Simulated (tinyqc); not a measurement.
Coupled-perturbed Hartree-Fock on RHF in the sto-6g basis, for H2F+, spin multiplicity 1, step by step. One step of it, computed by the program tinyqc.

Question. Response to a field: uncoupled start. Field along z; U_ai = -mu_ai / (e_a - e_i), alpha = -4 sum U_ai mu_ai.

orbital energies (hartree): [-27.010980, -2.149518, -1.260595, -1.150768, -1.095262, 0.043628, 0.187280]

dipole integrals <a|z|i> (bohr), order a6, a7:
```
[[-0.030412, 0.100633, 0.000000, 0.428608, 0.000000],
 [0.000000, 0.000000, 0.551619, 0.000000, 0.000000]]
```

Give: uncoupled U; uncoupled polarisability.

Answer.

uncoupled U, order a6, a7:
```
[[0.0011, -0.0459, 0.0000, -0.3588, 0.0000],
 [0.0000, 0.0000, -0.3810, 0.0000, 0.0000]]
```

uncoupled polarisability = 1.4745 bohr^3
